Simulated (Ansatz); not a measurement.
The cluster Al3H. Total charge 0; quintet. Geometry PBE-D4/def2-TZVP; atoms count from 1.

```xyz
4

Al   -0.415    2.047    0.006
Al   -1.762   -0.559    0.973
Al    0.470   -0.322   -0.211
H     1.707   -1.167   -0.767
```

At PBE0-D4/def2-TZVP a broken-symmetry singlet of charge 0 lies 1.13 eV below the quintet, each at its own geometry. The structure comes from a short search, and lower isomers may exist.

Question: Estimate the Mulliken populations from the PBE0/def2-TZVP orbitals of Ansatz.

Answer: 
```tsv
atom	charge (e)	spin (α − β)
Al1	0.00	1.36
Al2	0.00	1.36
Al3	0.05	1.15
H4	-0.05	0.13
```
Mulliken values depend strongly on the basis.

Question: Where does the spin sit?

Answer: Summed by element: Al 3.87, H 0.13, of 4 unpaired in all. Largest on single atoms: Al1 1.36, Al2 1.36, Al3 1.15.

Question: And the Mayer bond orders between heavy atoms (over 0.3)?

Answer: Al1–Al2 0.71 (3.09 Å); Al1–Al3 1.05 (2.54 Å); Al2–Al3 1.05 (2.54 Å).
